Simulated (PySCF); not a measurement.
Structure with atom numbers: `[NH2:1][C:2](=[O:3])[CH:4]1[CH2:5][CH2:6]1`. Each H is labelled by its parent atom. Ha(C5), Ha(C6) are cis to C2 on the ring; Ha(N1) is cis to the C=O or C=S heteroatom; Hb(C5), Hb(C6) are trans to C2 on the ring; Hb(N1) is trans to the C=O or C=S heteroatom.

Level of theory: GIAO PBE0/pcSseg-1 shieldings, B3LYP/pcJ-1 coupling constants (spin–dipole term only in couplings to heteroatoms), geometry from PBE0-D3(BJ)/def2-SVP, in PySCF 2.14 (non-relativistic, averaged over atoms made equivalent by symmetry, fast rotation or ring inversion, no solvent, one computed conformer).

Q: List the cross peaks expected in HSQC, COSY and HMBC spectra.

A: 

HSQC (one-bond C–H):
```
                  δH           δC  $^{1}J$(C,H) (Hz)
0.95 (Ha(C5)/Ha(C6))  9.6 (C5/C6)                176
        0.71 (H(C4))    14.2 (C4)                166
0.58 (Hb(C5)/Hb(C6))  9.6 (C5/C6)                170
```

COSY cross peaks (|J| ≥ 2 Hz):
```
                  δH                    δH  abs. J (Hz)  bonds
       4.82 (Hb(N1))         4.32 (Ha(N1))          7.8      2
0.95 (Ha(C5)/Ha(C6))          0.71 (H(C4))          4.9      3
0.95 (Ha(C5)/Ha(C6))  0.58 (Hb(C5)/Hb(C6))          7.7      3
        0.71 (H(C4))  0.58 (Hb(C5)/Hb(C6))          8.7      3
```

HMBC (two and three bonds, |J| ≥ 2.5 Hz):
```
                  δH  δC [abs. J in Hz]
       4.82 (Hb(N1))   173.9 (C2) [5.9]
       4.32 (Ha(N1))    14.2 (C4) [9.9]
0.95 (Ha(C5)/Ha(C6))   173.9 (C2) [5.4]
0.58 (Hb(C5)/Hb(C6))   173.9 (C2) [3.0]
```

Shifts are taken against calculated references (same method and geometry level): TMS for $^{1}$H (σref 31.27) and $^{13}$C (σref 184.41).

Exchangeable OH/NH protons stand at their gas-phase positions; hydrogen bonding in a real sample shifts them, mostly to higher δ. Rotation about the amide-type C–N bond is slow at room temperature, so the two groups on nitrogen are listed apart. Unscaled 3J(H,H) at this level run about 10 % above measured values. Shifts are as computed. Against solution values, carbons near 30 ppm lie about +2 ppm off and those near 130 ppm about +5 ppm. Of 1211 compounds with measured shifts, 218 miss one by over three times the rms of a fit or turn the order of signals round; such compounds aren't used in these exercises. The C=O carbon of an acid or of an amide with N–H lies up to 10 ppm further downfield in solution, through hydrogen bonding that the calculation lacks.
